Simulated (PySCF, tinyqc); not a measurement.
Starting guesses with DIIS over 6 matrices: SCF starting guesses in the sto-3g basis, for H2O, spin multiplicity 1. Computed by the program tinyqc with PySCF. Command: `OMP_NUM_THREADS=1 python tinyqc.py 111682 111683 out.jsonl`; one thread of a shared host (Intel(R) Xeon(R) Processor @ 2.60GHz), about 0.5 s.

Geometry (angstrom):
```
atom       x        y       z
O     0.0000   0.0000  0.0000
H     0.0000   1.0880  0.6540
H     0.0000  -1.0680  0.6420
```

lowest restricted solution found by these runs and by PySCF = -74.847193 hartree

RHF with one setting changed at a time; a run stops when the energy changes by less than 1e-09 hartree and the error matrix is below 1e-5. Starts: the lowest orbitals of the core Hamiltonian, of the Wolfsberg-Helmholz matrix (K = 1.75), projected atomic densities, random orbitals, and the highest orbitals of the core Hamiltonian (a deliberately bad start).

Largest element of the error matrix X^T (FDS - SDF) X:
```
iteration     core  Wolfsberg-Helmholz  atomic densities   random  highest core orbitals
1          4.7e-01             5.2e-01           7.3e-01  1.2e+01                3.1e-01
2          4.0e-01             1.5e-01           2.2e-01  5.8e-01                5.3e-01
3          6.8e-02             3.6e-02           3.6e-02  2.2e-01                5.6e-01
4          2.1e-02             6.1e-03           5.6e-03  4.2e-02                5.5e-01
5          6.5e-03             1.9e-03           3.8e-04  1.5e-02                5.5e-01
6          1.0e-03             6.8e-05           1.8e-04  6.2e-03                5.3e-01
8          2.9e-06             1.5e-06           1.6e-07  2.4e-04                4.6e-02
10               -                   -                 -  1.3e-05                8.1e-03
14               -                   -                 -        -                5.4e-06
```

How each run ends:
```
run                    iterations  E (hartree)         state
core                            9   -74.847193  lowest found
Wolfsberg-Helmholz              8   -74.847193  lowest found
atomic densities                8   -74.847193  lowest found
random                         11   -74.847193  lowest found
highest core orbitals          15   -74.847193  lowest found
```

5 of 5 runs reach the lowest restricted solution found, in 8 to 15 iterations (fastest: Wolfsberg-Helmholz, atomic densities). The first errors are 5e-01, 5e-01, 7e-01, 1e+01, 3e-01; the deliberately bad start has the smallest one, so a small first error does not mark a good start. The restricted reference is unstable here: a spin-polarised solution lies 0.0005 hartree lower (PySCF), so results built on it describe a poor reference.
